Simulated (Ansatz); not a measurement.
Ideal-gas functions of C₃H₅ (`C=[C]C`) radical at 400 K and 1 bar, from an Ansatz frequency run at PBE0-D4/def2-TZVP.

Molar mass 41.07 g/mol, point group Cs (symmetry number 1), electronic degeneracy 2, moments of inertia 6.678, 57.964, 61.51 u Å². Harmonic wavenumbers (cm⁻¹, unscaled): 187, 313, 488, 889, 902, 945, 1044, 1102, 1380, 1414, 1446, 1461, 1770, 2995, 3060, 3083, 3109, 3180.

Use S(trans) = R[1.5 ln M + 2.5 ln T − 1.1517]; rotational temperatures θ = 24.2544 K / I; S(rot) = R[ln(√π/σ · √(T³/θAθBθC)) + 1.5]; for each mode x = 1.438777 ν̃/T, S = R[x/(eˣ − 1) − ln(1 − e⁻ˣ)] and H = RT x/(eˣ − 1); 1 cm⁻¹ = 0.0119627 kJ/mol; R = 8.31446 J/(mol·K).

Problem. By hand: the entropy, in J/(mol·K).

Solution. Translation 161.3. Rotation: θ = 3.632, 0.4184, 0.3943 K, giving 94.1. Vibration, mode by mode: 11.77, 7.75, 4.63, 1.48, 1.43, 1.26, 0.94, 0.80, 0.35, 0.31, 0.29, 0.27, 0.11, 0.00, 0.00, 0.00, 0.00, 0.00, in all 31.4. Electronic 5.8. Sum 292.6 J/(mol·K).

Problem. By hand: H − E and G − E in kJ/mol, counted from the electronic energy.

Solution. Zero-point energy ½ × 28768 × 0.0119627 = 172.1; thermal vibration 7.6; translation, rotation and pV give 4 RT = 13.3. H − E = 193.0 kJ/mol, and G − E = 193.0 − 400 × 292.6/1000 = 76.0 kJ/mol.

Vibration gives 11 % of the entropy.
